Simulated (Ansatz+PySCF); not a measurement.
A calculation with Ansatz (development build ahead of 0.2.0).

```yaml
crystal:
  periodic: [false, false, false]
  atoms:
    - { symbol: O, position_ang: [0.0, 0.0, -0.13561] }
    - { symbol: H, position_ang: [0.0, 0.0, 1.08492] }
basis:
  gaussian: { orbitals: "6-31G" }
magnetization:
  spin_polarized: true
  initial_magnetization: 1
hamiltonian:
  xc: hf
correlation:
  method: mp2
  frozen_orbitals: { H: 0, O: 1 }
scf:
  omitted_lower_state_checks: [stability, starts, atomic_configurations, cluster_reference, orbital_swaps, given_window_search, neighbouring_geometries, increment]
```

The input is written out in the form of the current development build from the run's settings.

Results

- Converged: yes
- Reference energy: -75.32866 hartree
- Correlation energy: -0.09542 hartree
- Total energy: -75.42408 hartree
- Spin squared of the determinant: 0.798
- Occupied orbitals by symmetry in an Abelian subgroup (alpha; beta): 3 A1 1 B1 1 B2; 3 A1 1 B1

Caution: bonds are stretched, where a single reference can fail.
